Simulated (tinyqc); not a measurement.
Inside a calculation. Method: extended Hueckel theory, for H3O+. The parameters take no account of the charge, which enters only through the electron count. One step of it, computed by the program tinyqc.

Problem. Orbitals. Solve H C = S C e through S^(-1/2); fill by pairs from the bottom, a degenerate level sharing its electrons equally; each orbital has its largest coefficient positive (the first on a tie).

H (eV), lower triangle:
```
             1O 2s      1O 2px      1O 2py      1O 2pz       2H 1s       3H 1s       4H 1s
1O 2s   -32.300000
1O 2px    0.000000  -14.800000
1O 2py    0.000000    0.000000  -14.800000
1O 2pz    0.000000    0.000000    0.000000  -14.800000
2H 1s   -22.780734  -11.215293    0.000000    0.471231  -13.600000
3H 1s   -22.793636    5.612075   -9.715021    0.471603   -4.983466  -13.600000
4H 1s   -22.793636    5.612075    9.715021    0.471603   -4.983466   -4.988900  -13.600000
```

overlap S, lower triangle:
```
           1O 2s     1O 2px     1O 2py     1O 2pz     2H 1s     3H 1s     4H 1s
1O 2s   1.000000
1O 2px  0.000000   1.000000
1O 2py  0.000000   0.000000   1.000000
1O 2pz  0.000000   0.000000   0.000000   1.000000
2H 1s   0.464184   0.394553   0.000000  -0.016578  1.000000
3H 1s   0.464446  -0.197432   0.341774  -0.016591  0.183216  1.000000
4H 1s   0.464446  -0.197432  -0.341774  -0.016591  0.183216  0.183415  1.000000
```

valence electrons = 8

Give: orbital energies; occupations; coefficients; sum of one-electron energies.

Solution.

orbital energies (eV): -36.331  -18.428  -18.428  -14.804  5.696  5.708  30.555

occupations: 2.000  2.000  2.000  2.000  0.000  0.000  0.000

coefficients:
```
          MO1     MO2     MO3     MO4     MO5     MO6     MO7
1O 2s   0.736   0.000   0.000   0.015  -0.001   0.000   1.165
1O 2px  0.000   0.676   0.000   0.000  -0.971   0.000  -0.001
1O 2py  0.000   0.000   0.676   0.000   0.000   0.971   0.000
1O 2pz  0.003   0.000   0.000   1.000   0.000   0.000  -0.043
2H 1s   0.167   0.415   0.000  -0.006   0.986   0.000  -0.659
3H 1s   0.167  -0.207   0.359  -0.006  -0.492  -0.854  -0.661
4H 1s   0.167  -0.207  -0.359  -0.006  -0.492   0.854  -0.661
```

sum of one-electron energies = -175.981 eV
